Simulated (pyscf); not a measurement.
Four-centre exchange: `[OH][Al]` [singlet] + `[FH]` -> `[OH][Al]` [singlet] + `[FH]`

Gas phase, singlet surface, charge 0. Bonds broken: O2–H5, H3–F4. Bonds formed: O2–H3, F4–H5. Optimised with ωB97X-D3(BJ)/def2-SVP in PySCF. Correlated levels are frozen-core, on RHF or UHF. ΔMP2 is the change of the MP2 total energy from the triple- to the quadruple-zeta basis.

Transition state (Å):

```xyz
5

Al     1.6123     1.5658     0.1623
O      0.3783     0.4231    -0.3041
H     -0.6206    -0.0895    -0.0814
F     -1.1202    -0.9635    -0.8803
H     -0.0072    -0.3452    -1.0588
```

One imaginary mode, 2074i cm⁻¹; descent along it reached the two sides named, in the forms told below.

```csv
bond,change,reactant side (Å),saddle,product side
O2–H5,breaks,0.960,1.144,1.497
H3–F4,breaks,0.987,1.285,3.2
O2–H3,forms,1.498,1.145,0.960
F4–H5,forms,3.2,1.286,0.987
```

Electronic energies relative to the separated reactants (kJ/mol):

| level | barrier | reaction energy | reverse barrier |
|---|---|---|---|
| ωB97X-D3(BJ)/def2-TZVP | 133.3 | 0.0 | 133.3 |
| PBE/def2-TZVP | 100.9 | 0.0 | 100.9 |
| r²SCAN/def2-TZVP | 116.8 | 0.0 | 116.8 |
| B3LYP-D3(BJ)/def2-TZVP | 124.1 | 0.0 | 124.1 |
| PBE0-D3(BJ)/def2-TZVP | 120.9 | 0.0 | 120.9 |
| M06-2X/def2-TZVP | 129.1 | 0.0 | 129.1 |
| ωB97M-D3(BJ)/def2-TZVP | 130.0 | 0.0 | 130.0 |
| HF/def2-TZVP | 206.8 | 0.0 | 206.8 |
| MP2/def2-QZVPP | 139.1 | 0.0 | 139.1 |
| CCSD/def2-TZVPP | 156.0 | 0.0 | 156.0 |
| CCSD(T)/def2-TZVPP | 144.7 | 0.0 | 144.7 |
| CCSD(T)/def2-TZVPP + ΔMP2(QZVPP) | 145.9 | 0.0 | 145.9 |

With CCSD(T)/def2-TZVPP + ΔMP2(QZVPP) energies and thermal terms (ideal gas, 1 atm, RRHO with modes under 100 cm⁻¹ raised to 100, one conformer, R ln 2 for chiral ones without a mode under 150 cm⁻¹), in kJ/mol:

```json
[
 {"T (K)": "298", "ΔH‡": "135.0", "ΔG‡": "172.0", "ΔH": "0.0", "ΔG": "0.0"},
 {"T (K)": "600", "ΔH‡": "131.3", "ΔG‡": "211.2", "ΔH": "0.0", "ΔG": "0.0"},
 {"T (K)": "900", "ΔH‡": "130.4", "ΔG‡": "251.5", "ΔH": "0.0", "ΔG": "0.0"},
 {"T (K)": "1200", "ΔH‡": "131.0", "ΔG‡": "291.7", "ΔH": "0.0", "ΔG": "0.0"}
]
```

On the reactant side the descent ends in an adduct with a Al–F contact, 30.7 kJ/mol under the separated species and 164.0 kJ/mol under the saddle at ωB97X-D3(BJ)/def2-TZVP. On the product side the descent ends in an adduct with a Al–F contact, 30.7 kJ/mol under the separated species and 163.9 kJ/mol under the saddle at ωB97X-D3(BJ)/def2-TZVP. This is the saddle that the search found; another between the same sides may lie lower. The CCSD(T) − MP2 part came from Ansatz, without density fitting, on the same reference.
